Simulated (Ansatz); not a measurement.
Si2NH6 (SMILES N[SiH][SiH3]): methods side by side

Si2NH6 has 9 atoms, charge 0, and is taken as a doublet. SMILES: `N[SiH][SiH3]`. Geometry: optimised at B3LYP/def2-SVP. This is one conformer, not always the lowest.

```xyz
9

N    -0.7998    0.8425   -1.4155
Si   -0.4329    0.9159    0.2916
Si    0.6265   -1.0825    0.9728
H    -1.3835    0.0989   -1.7886
H    -0.9139    1.6963   -1.9554
H     0.4775    2.1000    0.4513
H     1.9438   -1.3420    0.3093
H    -0.2721   -2.2383    0.6668
H     0.8429   -1.0370    2.4506
```

Each level gives the dissociation energy of the H4–N1 bond into doublet H and singlet Si2NH5 (shapes relaxed at B3LYP/def2-SVP, no zero-point term) (eV). The values are calculated.

```tsv
level	kind	program	value (eV)	CPU time (all runs)
UHF/def2-TZVP	Hartree–Fock	Ansatz	3.14	4.2 s
UPBE/def2-TZVP	GGA	Ansatz	3.06	7.8 s
U-r2SCAN/def2-TZVP	meta-GGA	Ansatz	3.23	16 s
UB3LYP/def2-TZVP	global hybrid	Ansatz	3.15	9.9 s
U-wB97M-V/def2-TZVP	range-separated hybrid	Ansatz	3.13	38 s
```

The values span 3.06 to 3.23 eV. A fragment with an even electron count was run as a singlet and may have a lower triplet. Measured bond enthalpies also hold zero-point and thermal terms, a few tenths of an eV less. CPU times are rough (shared hosts, several kinds of processor and program).
